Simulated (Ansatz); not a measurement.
# C₂HF₂N: vertical ionisation energy

An exercise on one series of results from a longer session: the logs are not shown, and one member is left open.

Computed with Ansatz 0.2.0, Gaussian basis. Level: unrestricted cation, the program's frozen cores in correlated methods.

Plan: UKS PBE-D4/def2-TZVPP; UKS r2SCAN-D4/def2-TZVPP; UKS PBE0-D4/def2-TZVPP; UKS B3LYP-D4/def2-TZVPP; UKS wB97X-V/def2-TZVPP; UKS wB97M-V/def2-TZVPP; UKS B2PLYP/def2-TZVPP; UHF-CCSD(T)/def2-TZVPP; UHF-MP2/def2-QZVPP; extrapolation to the limit; then −ε(HOMO) from the neutral's earlier runs with LDA (SPW92), PBE-D4, revPBE-D4, BLYP-D4, r2SCAN-D4, B97M-V, PBE0-D4, B3LYP-D4, r2SCANh-D4, r2SCAN0-D4, HSE06-D4, BHLYP-D4, CAM-B3LYP-D4, LC-ωPBE, ωB97X-V, ωB97M-V.

**Structure used throughout**

An earlier PBE0-D4 in a triple-zeta def2 set relaxation fixed the geometry.

SMILES `N#CC(F)F`, 6 atoms, charge 0, spin multiplicity 1.

Atoms are counted from 1 here; the program's logs count them from 0.

Bond lengths: N1–C2 1.147 Å, C2–C3 1.475 Å, C3–F4 1.345 Å, C3–F5 1.345 Å, C3–H6 1.094 Å. Angles: N1–C2–C3 177.4°, C2–C3–F4 109.6°, C2–C3–F5 109.6°, C2–C3–H6 110.7°, F4–C3–F5 108.7°, F4–C3–H6 109.0°, F5–C3–H6 109.0°.

The first run:

Contents of in.yaml:

```yaml
crystal:
  periodic: [false, false, false]
  atoms:
    - {symbol: N, position_ang: [1.135711, -1.740371, 0.608411]}
    - {symbol: C, position_ang: [0.534985, -0.821815, 0.275057]}
    - {symbol: C, position_ang: [-0.236662, 0.381029, -0.091222]}
    - {symbol: F, position_ang: [-1.420481, 0.016319, -0.614350]}
    - {symbol: F, position_ang: [0.441620, 1.090258, -1.010479]}
    - {symbol: H, position_ang: [-0.412974, 1.010480, 0.786481]}
basis:
  gaussian: {orbitals: def2-TZVPP}
total_charge: 1
magnetization: {spin_polarized: true, initial_magnetization: 1}
hamiltonian: {xc: pbe, dispersion: d4}
```

Launch:

```
> ansatz run in.yaml --threads 4 --pin off --events-out ev --progress --plain --max-ram 10444MiB
```

Among the steps run: Cation, UKS PBE-D4/def2-TZVPP; Cation, UKS r2SCAN-D4/def2-TZVPP; Cation, UKS PBE0-D4/def2-TZVPP; Cation, UKS B3LYP-D4/def2-TZVPP; Cation, UKS wB97X-V/def2-TZVPP; Cation, UKS wB97M-V/def2-TZVPP; Cation, UKS B2PLYP (frozen core)/def2-TZVPP; Cation, UHF-CCSD(T)/def2-TZVPP; Cation, UHF-MP2/def2-QZVPP.

One table of the session follows, with a row left open; its other results are not shown here.

It belongs to the step «Ionisation energies side by side». Orbital estimates, from the neutral's runs:

```
  functional  −ε(HOMO) (eV)
 LDA (SPW92)           9.27
      PBE-D4              ?
   revPBE-D4           9.04
     BLYP-D4           9.06
   r2SCAN-D4           9.53
      B97M-V           9.54
     PBE0-D4          10.70
    B3LYP-D4          10.45
  r2SCANh-D4          10.10
  r2SCAN0-D4          10.91
    HSE06-D4          10.29
    BHLYP-D4          12.00
CAM-B3LYP-D4          12.19
     LC-ωPBE          13.65
     ωB97X-V          13.19
     ωB97M-V          13.06
```

Estimate the missing values for PBE-D4.

As computed: −ε(HOMO) (eV): 9.11. In the column «−ε(HOMO) (eV)» it lies between BLYP-D4 (9.06) and LDA (SPW92) (9.27).
